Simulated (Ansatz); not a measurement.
System: H₂P, doublet: symmetric bend, bond length relaxed. Scanned: H-P-H angle. Other coordinates (P-H bond length) were minimised at B3LYP/def2-TZVP.

The free coordinates were minimised at B3LYP/def2-TZVP in PySCF; the energy column is full CI/cc-pVDZ, frozen core (Ansatz, a first-principles code), in kJ/mol.

| a / ° | P-H bond length / Å | E |
|---|---|---|
| 180 | 1.378 | 314.8 |
| 169.43 | 1.386 | 296.0 |
| 161.76 | 1.399 | 262.8 |
| 147.65 | 1.419 | 184.0 |
| 140.13 | 1.422 | 142.4 |
| 129.83 | 1.422 | 91.6 |
| 118.41 | 1.422 | 46.4 |
| 108.15 | 1.421 | 17.9 |
| 101.79 | 1.421 | 6.7 |
| 90.23 | 1.424 | 0.0 |
| 81.60 | 1.428 | 7.0 |
| 70.20 | 1.437 | 32.0 |
| 60 | 1.450 | 69.1 |
